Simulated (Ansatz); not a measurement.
# C₂H₄F+ (SMILES C[CH+]F): single points off equilibrium

One table from this session's results is given with a row withheld; the runs are named, their logs left out.

Computed with Ansatz 0.2.0, Gaussian basis. Level: single points in def2-TZVPP.

Cores are frozen in the correlated methods.

### Where the work starts

SMILES `C[CH+]F`, 7 atoms, charge 1, spin multiplicity 1.

Atoms are counted from 1 here; the program's logs count them from 0.

Bond lengths: C1–C2 1.381 Å, C1–H4 1.124 Å, C1–H5 1.110 Å, C1–H6 1.117 Å, C2–F3 1.273 Å, C2–H7 1.102 Å. Angles: C2–C1–H4 109.8°, C2–C1–H5 115.0°, C2–C1–H6 110.1°, H4–C1–H5 110.2°, H4–C1–H6 98.7°, H5–C1–H6 111.8°, C1–C2–F3 121.4°, C1–C2–H7 123.9°, F3–C2–H7 114.7°.

Coordinates:

```
C    -0.3613    0.4133   -0.2332
C     0.4881   -0.5374    0.2989
F     1.6113   -0.7986   -0.2395
H    -0.6341    1.1652    0.5560
H     0.0205    0.9289   -1.1388
H    -1.3733   -0.0276   -0.4022
H     0.2624   -1.1268    1.2026
```

Set-up of the first run:

File run/in.yaml:

```yaml
crystal:
  periodic: [false, false, false]
  atoms:
    - {symbol: C, position_ang: [-0.361300, 0.413300, -0.233200]}
    - {symbol: C, position_ang: [0.488100, -0.537400, 0.298900]}
    - {symbol: F, position_ang: [1.611300, -0.798600, -0.239500]}
    - {symbol: H, position_ang: [-0.634100, 1.165200, 0.556000]}
    - {symbol: H, position_ang: [0.020500, 0.928900, -1.138800]}
    - {symbol: H, position_ang: [-1.373300, -0.027600, -0.402200]}
    - {symbol: H, position_ang: [0.262400, -1.126800, 1.202600]}
basis:
  gaussian: {orbitals: def2-TZVPP}
total_charge: 1
correlation: {method: ccsd_t}
output: {forces: true}
```

No record of the launch command was kept for these runs.

Among the steps run: CCSD(T)/def2-TZVPP; PBE0-D4/def2-TZVPP; wB97M-V/def2-TZVPP; r2SCAN-D4/def2-TZVPP; PBE-D4/def2-TZVPP; B97M-V/def2-TZVPP; BLYP-D4/def2-TZVPP.

One table of the session follows, with a row left open; its other results are not shown here.

| method | RMS force component (eV/Å) | angle to CCSD(T) forces (°) |
| --- | --- | --- |
| CCSD(T) | 0.908 | reference |
| PBE0-D4 | 0.752 | 10.3 |
| wB97M-V | ? | ? |
| r2SCAN-D4 | 0.676 | 7.2 |
| PBE-D4 | 0.589 | 16.5 |
| B97M-V | 0.762 | 11.6 |
| BLYP-D4 | 0.645 | 23.1 |

Estimate the missing values for wB97M-V.

The run gave: RMS force component (eV/Å): 0.796; angle to CCSD(T) forces (°): 4.5. In the column «RMS force component (eV/Å)» it lies between B97M-V (0.762) and CCSD(T) (0.908).
